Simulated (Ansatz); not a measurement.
Frontier orbitals of CH5AlS.

Cartesian coordinates in Å:
```
Al 0.723 -0.233 0.889
C -0.038 -0.345 -0.911
S -0.725 1.305 -0.407
H -0.151 -0.788 2.091
H 2.192 0.339 1.039
H -0.844 -0.998 -1.235
H 0.624 -0.128 -1.749
H -1.783 0.848 0.283
```

Charge 0, multiplicity 1. The bonds changed during the relaxation, so this is another structure than the one it started from. The structure was optimised at the PBE0-D4/def2-TZVP level. It is one conformer, not always the lowest. Basis def2-TZVPP, Ansatz 0.2.0.

Compute the vertical ionisation energy as the energy of the cation minus that of the neutral molecule, at each level. (Best estimate.)

Computed: 
```csv
level,IE (eV),difference from CCSD(T)/CBS(def2)
PBE-D4/def2-TZVPP,9.17,-0.34
r2SCAN-D4/def2-TZVPP,9.24,-0.27
PBE0-D4/def2-TZVPP,9.32,-0.19
B3LYP-D4/def2-TZVPP,9.36,-0.15
ωB97X-V/def2-TZVPP,9.43,-0.08
ωB97M-V/def2-TZVPP,9.43,-0.08
B2PLYP/def2-TZVPP,9.31,-0.20
HF/def2-TZVPP,8.58,-0.93
MP2/def2-TZVPP,9.50,-0.01
CCSD/def2-TZVPP,9.36,-0.15
CCSD(T)/def2-TZVPP,9.38,-0.13
HF/def2-QZVPP,8.56,-0.95
MP2/def2-QZVPP,9.57,0.06
HF/CBS(def2),8.56,-0.95
MP2/CBS(def2),9.63,0.12
CCSD/CBS(def2),9.50,-0.01
CCSD(T)/CBS(def2),9.51,0.00
```

B3LYP here is the variant with VWN-RPA as its local correlation; programs differ in this.
